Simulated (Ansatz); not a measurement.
**hcp Mg**

All values below come from PBE (Ansatz, a program for electronic structure, plane waves, PAW).

Settings: plane-wave cutoff 520 eV, 16×16×10 k mesh (along the axes of the cell as run), Fermi–Dirac smearing 0.1 eV, perturbation theory, force constants from a 4×4×2 q mesh, scalar-relativistic PAW data made under PBE.

Cell: relaxed at this level.

```json
{
  "zero_point_energy": "0.031 eV/atom"
}
```

Computing time: around 7 core-minutes (rough).
